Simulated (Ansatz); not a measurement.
`CC1O/C1=C/F`, charge 0, multiplicity 1.

**Question.** Give a relaxed structure at PBE0-D4/def2-TZVP (Ansatz). (Estimate.)

**Answer.** Ansatz gave: 
Z-matrix (Å, degrees):
```
C
C 1 1.492
H 1 1.090 2 110.6
H 1 1.093 2 109.6 3 -119.8
H 1 1.092 2 110.6 3 121.1
O 2 1.469 1 116.5 3 -42.0
C 2 1.428 1 122.7 3 22.5
H 2 1.088 1 116.8 3 -178.3
C 7 1.312 2 157.9 1 75.9
F 9 1.344 7 120.6 2 2.7
H 9 1.081 7 124.9 2 -177.5
```
This is one stationary point; other conformers may exist.
